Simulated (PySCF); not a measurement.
# Working with the constants of N2

RHF-CCSD(T) constants of N2, ¹Σg⁺ (singlet), closed shell (basis N def2-TZVPPD; no relativity; PySCF 2.14; masses 14.0031 and 14.0031 u):

| Quantity | Value |
| --- | --- |
| ωe | 2346.9 cm⁻¹ |
| ωexe | 14.1 cm⁻¹ |
| Be | 1.9786 cm⁻¹ |
| αe | 0.0171 cm⁻¹ |
| D (centrifugal) | 5.62e-06 cm⁻¹ |
| De to N + N | 9.42 eV |

**Question.** Give the vibrational terms G(v) and spacings up to v = 6.

**Answer.** G(v) = ωe(v+½) − ωexe(v+½)².

| v | G(v) (cm⁻¹) | G(v) − G(v−1) | Bv (cm⁻¹) |
| --- | --- | --- | --- |
| 0 | 1169.9 |  | 1.970 |
| 1 | 3488.6 | 2318.7 | 1.953 |
| 2 | 5779.1 | 2290.5 | 1.936 |
| 3 | 8041.4 | 2262.3 | 1.919 |
| 4 | 10275.5 | 2234.1 | 1.902 |
| 5 | 12481.4 | 2205.9 | 1.885 |
| 6 | 14659.1 | 2177.7 | 1.867 |

**Question.** How well does the Morse estimate ωe²/(4ωexe) reproduce De, and what is D0?

**Answer.** It gives 12.11 eV, 129 % of the computed De. D0 = De − G(0) = 9.42 − 0.15 = 9.27 eV.

Measured values (Huber and Herzberg, Constants of Diatomic Molecules (1979)): ωe = 2358.57 cm⁻¹, ωexe = 14.324 cm⁻¹, Be = 1.998241 cm⁻¹, αe = 0.017318 cm⁻¹.

Correlated steps freeze 2 core orbitals. Where the molecule has an RHF reference, its open-shell atoms are computed with UHF.
